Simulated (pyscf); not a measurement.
Structures and frequencies: ωB97X-D3(BJ)/def2-SVP in PySCF.

Question: Estimate the classical barrier height and the reaction energy of H₂O (SMILES O) + O=P–OH (SMILES O=PO) → HO–P(OH)–OH (SMILES OP(O)O) at PBE/def2-TZVP. The step runs on the singlet surface, breaks H–O and forms O–P, H–O; take the separated reactants as zero.

Answer: ΔE‡ = 0.43 eV, ΔE = -0.87 eV. CCSD(T)/def2-TZVPP + ΔMP2(QZVPP) gives 0.71 eV and -0.89 eV. Zero-point energy shifts the barrier by +0.02 eV. It is an addition across a multiple bond or ene-type step, with an imaginary mode of 1381i cm⁻¹. This is the saddle that the search found; another between the same sides may lie lower. The CCSD(T) − MP2 part came from Ansatz, without density fitting, on the same reference.
